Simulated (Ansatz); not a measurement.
**BH2OF (SMILES OBF) at 6 levels**

Aim: a comparison of 6 runs (UHF/STO-3G, PBE/STO-3G, PBE0/STO-3G, UB3LYP/STO-3G, UPBE/STO-3G, CCSD/STO-3G) of BH2OF. 

The calculation is run with Ansatz 0.2.0.

70 further runs of the same task are left out: 1 that didn't finish, 69 set aside as unsound or not needed.

**1. The system as given**

BH2OF has 5 atoms, charge 0, and is taken as a singlet. SMILES: `OBF`. The B2–O1 distance was set to 3.361 Å, away from the relaxed value. At this shape a bond of the SMILES string is far longer than usual.

Bond lengths: B2–F3 1.332 Å, O1–H4 0.963 Å, B2–H5 1.192 Å. Angles: F3–B2–H5 119.6°.

**2. A single-point energy at UHF/STO-3G (run 1)**

The input, job.yaml:

```yaml
crystal:
  periodic: [false, false, false]
  atoms:
    - symbol: O
      position_ang: [-2.960979, 0.438797, 0.090601]
    - symbol: B
      position_ang: [0.365000, -0.030200, 0.201100]
    - symbol: F
      position_ang: [1.039200, -0.323700, -0.909500]
    - symbol: H
      position_ang: [-3.332779, 0.338797, -0.792099]
    - symbol: H
      position_ang: [0.948300, 0.065400, 1.236000]
basis:
  gaussian:
    orbitals: STO-3G
magnetization:
  spin_polarized: true
hamiltonian:
  xc: hf
accuracy: high
```

Launch:

```
$ ansatz run job.yaml --threads 1 --pin off --max-ram 2610MiB --events-out events.jsonl --progress --plain --runs-dir runs
```

What it wrote:

```text
Warning: RAYON_NUM_THREADS=1 ignored (pool sized by the plan → 1); use --threads N
Functional definition: HF
  name "HF"
  exchange = exact_x
  correlation = 0
269 factors; integrals over basis functions are off by at most 3.3e-8 eV
mean field evaluation 1: about -5353.1279 eV, gradient 2.5e1 eV
mean field evaluation 2: about -5353.1544 eV, gradient 2.5e1 eV
mean field evaluation 4: about -5356.1223 eV, gradient 1.6e1 eV
mean field evaluation 8: about -5358.5496 eV, gradient 8.3e0 eV
mean field evaluation 16: about -5362.3278 eV, gradient 1.2e-1 eV
mean field evaluation 32: about -5368.8694 eV, gradient 2.0e0 eV
mean field evaluation 64: about -5368.9848 eV, gradient 2.8e-1 eV
mean field evaluation 96: about -5368.9862 eV, gradient 1.1e-2 eV
mean field evaluation 128: about -5361.3156 eV, gradient 6.1e0 eV
mean field evaluation 160: about -5368.9927 eV, gradient 8.0e-2 eV
mean field -5368.99898513 eV, -197.3070734655 hartree, gradient 5.2e-8 eV, S^2 1.004092; 5 other end points of the search recorded, 0 dependent functions left out
reference -5368.99898513 eV, -197.3070734655 hartree; 12, 12 occupied and 5, 5 virtual orbitals, 269 factors
Total energy: -5368.99898513 eV, -197.3070734655 hartree
```

Run time: 0.26 s. Hardware: 1 thread of Arm Neoverse V1, shared host.

**3. The energy at PBE/STO-3G (run 2)**

The input, molecule.yaml:

```yaml
crystal:
  periodic: [false, false, false]
  atoms:
    - {symbol: O, position_ang: [-2.960979, 0.438797, 0.090601]}
    - {symbol: B, position_ang: [0.365000, -0.030200, 0.201100]}
    - {symbol: F, position_ang: [1.039200, -0.323700, -0.909500]}
    - {symbol: H, position_ang: [-3.332779, 0.338797, -0.792099]}
    - {symbol: H, position_ang: [0.948300, 0.065400, 1.236000]}
basis:
  gaussian:
    orbitals: STO-3G
hamiltonian:
  xc: pbe
accuracy: high
```

Launch:

```
$ ansatz run molecule.yaml --threads 1 --pin off --max-ram 2610MiB --events-out events.jsonl --progress --plain --runs-dir runs
```

What it wrote:

```text
Warning: RAYON_NUM_THREADS=1 ignored (pool sized by the plan → 1); use --threads N
Functional definition: PBE
  name "PBE"
  parameter kappa = 0.804
  parameter beta = 0.06672455060314922
  exchange = pbe_x(kappa = kappa, mu = beta*pi^2/3)
  correlation = pbe_c(beta = beta)
269 factors; integrals over basis functions are off by at most 3.3e-8 eV
mean field evaluation 1: about -5372.5772 eV, gradient 3.1e1 eV
mean field evaluation 2: about -5006.7720 eV, gradient 1.2e2 eV
mean field evaluation 4: about -5365.8398 eV, gradient 2.8e1 eV
mean field evaluation 8: about -5381.8572 eV, gradient 2.4e1 eV
mean field evaluation 16: about -5384.3309 eV, gradient 6.5e-3 eV
mean field evaluation 32: about -5383.9962 eV, gradient 2.9e0 eV
mean field -5384.33092789 eV, -197.8705119695 hartree, gradient 2.5e-8 eV, S^2 0.000000; 2 other end points of the search recorded, 0 dependent functions left out
reference -5384.33092973 eV, -197.8705120371 hartree; 12, 12 occupied and 5, 5 virtual orbitals, 269 factors
Total energy: -5384.33092973 eV, -197.8705120371 hartree
```

It took 1.3 s on 1 thread of Arm Neoverse V1, shared host.

Run 3 isn't shown in full; the table further down has it.

**4. A single-point energy at UB3LYP/STO-3G (run 4)**

The input, job.yaml:

```yaml
crystal:
  periodic: [false, false, false]
  atoms:
    - {symbol: O, position_ang: [-2.960979, 0.438797, 0.090601]}
    - {symbol: B, position_ang: [0.365000, -0.030200, 0.201100]}
    - {symbol: F, position_ang: [1.039200, -0.323700, -0.909500]}
    - {symbol: H, position_ang: [-3.332779, 0.338797, -0.792099]}
    - {symbol: H, position_ang: [0.948300, 0.065400, 1.236000]}
basis:
  gaussian:
    orbitals: STO-3G
magnetization:
  spin_polarized: true
  initial_magnetization: 0
hamiltonian:
  xc: {name: B3LYP}
accuracy: high
```

Launch:

```
$ ansatz run job.yaml --threads 1 --pin off --max-ram 2610MiB --events-out events.jsonl --progress --plain --runs-dir runs
```

What it wrote:

```text
Warning: RAYON_NUM_THREADS=1 ignored (pool sized by the plan → 1); use --threads N
Functional definition: B3LYP
  name "B3LYP"
  parameter a0 = 0.2
  parameter ax = 0.72
  parameter ac = 0.81
  exchange = (1 - a0 - ax)*slater_x + ax*b88_x + a0*exact_x
  correlation = (1 - ac)*vwn_rpa_c + ac*lyp_c
269 factors; integrals over basis functions are off by at most 3.3e-8 eV
mean field evaluation 1: about -5378.8175 eV, gradient 2.0e1 eV
mean field evaluation 2: about -5018.4103 eV, gradient 8.0e1 eV
mean field evaluation 4: about -5375.2863 eV, gradient 2.5e1 eV
mean field evaluation 8: about -5382.0009 eV, gradient 1.6e1 eV
mean field evaluation 16: about -5389.4316 eV, gradient 5.5e-3 eV
mean field evaluation 32: about -5390.7077 eV, gradient 5.7e0 eV
mean field -5391.35511339 eV, -198.1286460254 hartree, gradient 1.3e-8 eV, S^2 0.980302; 3 other end points of the search recorded, 0 dependent functions left out
reference -5391.35514043 eV, -198.1286470190 hartree; 12, 12 occupied and 5, 5 virtual orbitals, 269 factors
Total energy: -5391.35514043 eV, -198.1286470190 hartree
```

Run time: 6.3 s. Hardware: 1 thread of Arm Neoverse V1, shared host; peak memory 0.12 GiB.

Run 5 isn't shown in full; the table further down has it.

**5. The energy at CCSD/STO-3G (run 6)**

The input, run.yaml:

```yaml
basis:
  gaussian:
    orbitals: STO-3G
crystal:
  periodic: [false, false, false]
  atoms:
    - {symbol: O, position_ang: [-2.960979, 0.438797, 0.090601]}
    - {symbol: B, position_ang: [0.365000, -0.030200, 0.201100]}
    - {symbol: F, position_ang: [1.039200, -0.323700, -0.909500]}
    - {symbol: H, position_ang: [-3.332779, 0.338797, -0.792099]}
    - {symbol: H, position_ang: [0.948300, 0.065400, 1.236000]}
total_charge: 0
correlation:
  method: ccsd
  frozen_orbitals: {B: 1, F: 1, H: 0, O: 1}
accuracy: high
scf:
  omitted_lower_state_checks: [cluster_reference, increment]
```

Launch:

```
$ ansatz run run.yaml --threads 1 --pin off --max-ram 2610MiB --events-out events.jsonl --progress --plain --runs-dir runs
```

What it wrote:

```text
Warning: RAYON_NUM_THREADS=1 ignored (pool sized by the plan → 1); use --threads N
[... 14 lines left out ...]
3 core orbitals not correlated: weight in the atoms' cores, before any rotation towards them, 1.000 or more for the frozen orbitals, at most 0.000 for the correlated occupied ones
[... 35 lines left out ...]
WARN: these amplitudes may be one of several solutions (largest doubles amplitude 0.90, level shift 15.77 eV)
Total energy: -5371.21479206 eV, -197.3885028682 hartree
Checks for a lower state left out: cluster_reference, increment
```

Wall time 0.24 s (1 thread of Arm Neoverse V1, shared host).

**6. All runs side by side**

```csv
run,level,frozen core orbitals,energy (Eh),wall time
1,UHF/STO-3G,–,-197.307073,0.26 s
2,PBE/STO-3G,–,-197.870512,1.3 s
3,PBE0/STO-3G,–,-197.866091,1.1 s
4,UB3LYP/STO-3G,–,-198.128647,6.3 s
5,UPBE/STO-3G,–,-197.906115,5.7 s
6,CCSD/STO-3G,3,-197.388503,0.24 s
```

**7. Outcome**

| quantity | value |
| --- | --- |
| run 6: total energy | -197.38850 Eh |
| run 6: correlation energy (3 core orbitals frozen) | -326.6 mEh |
| run 6: T1 diagnostic | 0.047 |

In words: Totals of different functionals can't be ranked against each other. In run 6 the T1 diagnostic is large, so a single reference may not serve. In run 6 the log says that unrestricted orbitals would lower the reference, so the values rest on an unstable closed-shell determinant (other closed-shell runs at this shape may share the fault). In runs 1, 2, 3, 4, 5, 6 the basis is minimal, so the values are rough. Spin contamination of the reference: run 1 ⟨S²⟩ = 1.00, run 4 ⟨S²⟩ = 0.98, run 5 ⟨S²⟩ = 0.92. Where it is this large, the reference is a mixture of spin states, and values that rest on it are in doubt. All runs together took 15 s, the longest 6.3 s.
